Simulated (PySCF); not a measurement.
**MgH at other levels of theory**

Aim: see what other levels and later steps give for MgH.

Method: each script names its method and basis; program: PySCF 2.14.0.

3 further runs of the same task are left out: 3 that didn't finish.

## Step 1: Where the work starts

MgH: 2 atoms, charge 0, spin multiplicity 2.

Bond lengths: Mg1–H2 1.926 Å.

## Step 2: The base run

Input file input.py:

```python
from pyscf import gto, dft, tdscf

mol = gto.M(
    atom='Mg 0 0 0; H 0 0 1.926',
    basis='cc-pvdz-dk',
    charge=0,
    spin=1,
    symmetry=True,
    verbose=4,
)
mf = dft.UKS(mol, xc='m06')
mf = mf.sfx2c1e()
mf.kernel()
td = tdscf.TDDFT(mf)
td.nstates = 4
td.kernel()
td.analyze()
mf.dip_moment()
print('orbital energies (hartree):', [e[max(0, n-3):n+3].round(4) for e, n in zip(mf.mo_energy, mol.nelec)])
```

Started as:

```
OMP_NUM_THREADS=1 python input.py
```

## Step 3: CISD (UHF)

Run 1 changes step after the SCF: tddft → cisd; SCF type: UKS → UHF; functional: m06 → none (Hartree–Fock); frozen orbitals: none → 1.

Input file input.py:

```python
from pyscf import gto, scf, ci

mol = gto.M(
    atom='Mg 0 0 0; H 0 0 1.926',
    basis='cc-pvdz-dk',
    charge=0,
    spin=1,
    symmetry=True,
    verbose=4,
)
mf = scf.UHF(mol)
mf = mf.sfx2c1e()
mf.kernel()
ci.CISD(mf, frozen=1).kernel()
mf.dip_moment()
print('orbital energies (hartree):', [e[max(0, n-3):n+3].round(4) for e, n in zip(mf.mo_energy, mol.nelec)])
```

## Step 4: Gradient

Run 2 changes step after the SCF: tddft → gradient.

input.py, as its differences from that of step 2:

```diff
@@ -1,2 +1,2 @@
-from pyscf import gto, dft, tdscf
+from pyscf import gto, dft
 
@@ -13,6 +13,5 @@
 mf.kernel()
-td = tdscf.TDDFT(mf)
-td.nstates = 4
-td.kernel()
-td.analyze()
+g = mf.nuc_grad_method()
+g.grid_response = True
+g.kernel()
 mf.dip_moment()
```

## Step 5: Bp86

Run 3 changes functional: m06 → bp86.

input.py, as its differences from that of step 2:

```diff
@@ -10,3 +10,3 @@
 )
-mf = dft.UKS(mol, xc='m06')
+mf = dft.UKS(mol, xc='bp86')
 mf = mf.sfx2c1e()
```

Q: Predict the outcome of this session. Wanted: for each run, E(SCF); from base; gap, α spin; SCF dipole; after the SCF.

**Answer**, as computed:

| run | E(SCF) (hartree) | from base (eV) | cycles | gap, α spin (eV) | SCF dipole (D) | after the SCF |
| --- | --- | --- | --- | --- | --- | --- |
| base | -200.906968 | 0 | 9 | 3.68 | 1.38 | lowest root found 2.53 eV |
| CISD (UHF) | -200.450491 | not comparable | 10 | 8.10 | 1.86 | CISD correlation -1.065 eV, core frozen |
| gradient | -200.906968 | 0.0000 | 9 | 3.68 | 1.38 | n/a |
| bp86 | -200.943919 | not comparable | 9 | 2.59 | 1.50 | lowest root found 2.58 eV |

**Reading.** The α-spin gap between the frontier levels is 2.6 eV with bp86 (0 % exact exchange) and 3.7 eV with m06 (27 %): exact exchange opens it. Total energies of different functionals can't be compared with each other; differences within one functional can.
